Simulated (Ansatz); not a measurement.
**C$_{3}$H$_{7}$, doublet in cc-pVDZ: errors against UCCSDT(Q)**

Geometry: MP2(full)/6-31G*, from the G2/97 set.

```csv
atom,x (Å),y (Å),z (Å)
C,0.0083,0.5239,0.0000
C,0.0083,-0.2197,1.2916
C,0.0083,-0.2197,-1.2916
H,-0.3288,1.5554,0.0000
H,0.2155,0.4392,2.1385
H,0.2155,0.4392,-2.1385
H,-0.9611,-0.7046,1.4846
H,0.7613,-1.0153,1.2862
H,0.7613,-1.0153,-1.2862
H,-0.9611,-0.7046,-1.4846
```

Basis cc-pVDZ; Ansatz 0.2.0. Only valence electrons are correlated (noble-gas cores frozen), which leaves 19 electrons in 74 orbitals. Prefix R: restricted or restricted open-shell reference; prefix U: unrestricted. Active spaces: frontier = (9e, 9o) about the gap.

Full CI isn't at hand for all of this; UCCSDT(Q) serves as the reference, and is uncertain by about the last step of the cluster series. The frozen core follows each run's orbitals, which can shift R against U totals by a few meV.

For open shells CISD is restricted-active-space CI with the open shells as a complete middle space.

```
UHF ⟨S²⟩                          : 0.763
T1 diagnostic (RCCSD)             : 0.0125
largest doubles amplitude (RCCSD) : 0.018
T1 diagnostic (UCCSD)             : 0.0092
```

| level | E − E(RHF) (eV) |
| --- | --- |
| UHF | -0.1230 |
| RMP2 | -11.2996 |
| UMP2 | -11.2911 |
| RCCSD | -12.6486 |
| UCCSD | -12.6505 |
| RCCSD(T) | -12.9804 |
| UCCSD(T) | -12.9803 |

(1) Estimate how far UCCSDT(Q) in cc-pVDZ lies from RCCSD(T). The table doesn't fix it; the size of (T) and the diagnostics are the guide.

(1) UCCSDT(Q) in cc-pVDZ lies 43 meV below RCCSD(T), which is 13 % of the (T) step (-332 meV). The diagnostics are small and one determinant leads, so the series closes fast and only a small part of (T) is left.

The other levels:

```csv
level,E − E(UCCSDT(Q)) (meV),share of correlation (%),wall time
CISD,1864,85.69,38 s
BCCD(T),42,99.68,3.9 s (H100)
RCCSDT,17,99.87,–
UCCSDT,16,99.87,–
RCCSDT(Q),1,99.99,65 s (H100)
CASSCF (frontier space),11036,15.26,–
MRCISD (frontier space),1391,89.32,–
MRCISD+Q (frontier space),210,98.39,14 s (H100)
```

The correlation energy at UCCSDT(Q), counted from RHF, is -13.023 eV. That run took 52 s on 2 threads of AMD EPYC 7R13 with a shared H100 80 GB, shared host.

Times hold each run's SCF and search for its determinant on a shared host, so for small cases they say little of a method's own cost; rows without a card ran on 1 thread of AMD EPYC 7R13.

Atomization energy (electronic, same basis, no zero-point term; atoms at the same level, unrestricted beside the R rows where the molecule is a closed shell, with restricted open-shell steps beyond CCSDT(Q)) at UCCSDT(Q): 3524.8 kJ/mol. Errors of other levels:

```csv
level,error (kJ/mol)
RHF,-639.9
UHF,-660.5
RMP2,13.0
UMP2,9.3
CISD,-166.0
RCCSD,-25.5
UCCSD,-26.0
RCCSD(T),-1.2
UCCSD(T),-1.5
BCCD(T),-1.1
RCCSDT,-1.2
UCCSDT,-1.4
RCCSDT(Q),0.2
```

This basis is far from its limit, so the value isn't to be set against a measured one. Truncated CI isn't size-consistent, which counts against it in atomization.
